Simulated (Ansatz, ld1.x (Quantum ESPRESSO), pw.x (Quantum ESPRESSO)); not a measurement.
## pw.x on fcc Al: one setting changed

Potential: PAW, ld1.x (Quantum ESPRESSO) 7.5, PBE; core [Ne], reference 3s2 3p0.5; waves: 3s (bound): rcut 1.25, rcutus 1.65 bohr; 3s channel at 1.35 Ry: rcut 1.25, rcutus 1.65 bohr; 3p (bound): rcut 2.20, rcutus 2.90 bohr; 3p channel at -0.1 Ry: rcut 2.20, rcutus 2.90 bohr; 3d channel at 0.05 Ry: rcut 2.10, rcutus 2.70 bohr; local part: all-electron potential smoothed inside 2.50 bohr (lloc = -2); core correction: Bessel-smoothed model core inside 0.90 bohr; augmentation: PSQ, inside the norm-conserving radii.

The reference run (k-mesh 14³, cutoffs 40/320 Ry, Fermi–Dirac 0.01 Ry, mixing_beta 0.4, conv_thr 1e-9, no spin) gives 0.37 GPa at 16.527 Å³/atom, where all-electron LAPW gives -0.17 GPa. This run, with its own iteration cap, changes k-mesh shift to 1.

```
&control
  calculation='scf', prefix='x', pseudo_dir='./', outdir='./tmp', tstress=.true., disk_io='none'
/
&system
  ibrav=0, nat=1, ntyp=1, ecutwfc=40, ecutrho=320, nbnd=8,
  occupations='smearing', smearing='fd', degauss=0.01
/
&electrons
  conv_thr=1e-09, mixing_beta=0.4, electron_maxstep=50
/
ATOMIC_SPECIES
Al 1.0 Al.UPF
CELL_PARAMETERS angstrom
  0.00000000 2.02172157 2.02172157
  2.02172157 0.00000000 2.02172157
  2.02172157 2.02172157 0.00000000
ATOMIC_POSITIONS crystal
Al 0.0000 0.0000 0.0000
K_POINTS automatic
14 14 14 1 1 1
```

```bash
pw.x < Al.scf.in > Al.scf.out
```

Q: How does the run end?

A: It converges in 6 iterations; the free energy moves by -4.5 meV/atom and the pressure by +0.11 GPa.

```
Message from routine setup:
     using ibrav=0 with symmetry is DISCOURAGED, use correct ibrav instead
     lattice parameter (alat)  =       5.4030  a.u.
     unit-cell volume          =     111.5297 (a.u.)^3
     number of electrons       =         3.00
     number of Kohn-Sham states=            8
     kinetic-energy cutoff     =      40.0000  Ry
     charge density cutoff     =     320.0000  Ry
     scf convergence threshold =      1.0E-09
     Exchange-correlation= SLA  PW   PBX  PBC
     number of k points=   280  Fermi-Dirac smearing, width (Ry)=  0.0100
     iteration #  1     ecut=    40.00 Ry     beta= 0.40
     total energy              =     -39.50629291 Ry
     estimated scf accuracy    <       0.01331584 Ry
     iteration #  2     ecut=    40.00 Ry     beta= 0.40
     total energy              =     -39.50484276 Ry
     estimated scf accuracy    <       0.00447287 Ry
     iteration #  3     ecut=    40.00 Ry     beta= 0.40
     total energy              =     -39.50495244 Ry
     estimated scf accuracy    <       0.00000442 Ry
     iteration #  4     ecut=    40.00 Ry     beta= 0.40
     total energy              =     -39.50495437 Ry
     estimated scf accuracy    <       0.00000092 Ry
     iteration #  5     ecut=    40.00 Ry     beta= 0.40
     total energy              =     -39.50495439 Ry
     estimated scf accuracy    <       0.00000006 Ry
     iteration #  6     ecut=    40.00 Ry     beta= 0.40
     the Fermi energy is     7.9186 ev
!    total energy              =     -39.50495439 Ry
     estimated scf accuracy    <          7.6E-11 Ry
     smearing contrib. (-TS)   =      -0.00191138 Ry
     The total energy is F=E-TS. E is the sum of the following terms:
     one-electron contribution =       3.16920423 Ry
     hartree contribution      =       0.00624088 Ry
     xc contribution           =     -16.70374484 Ry
     ewald contribution        =      -5.40030859 Ry
     one-center paw contrib.   =     -20.57443470 Ry
     convergence has been achieved in   6 iterations
          total   stress  (Ry/bohr**3)                   (kbar)     P=        4.80
     Message from routine punch:
     Nothing written, as per user request (disk_io='none')
```

The run took about 16 s on one core of a shared host (Neoverse-V1, 32 threads, 247 GiB, load 22).
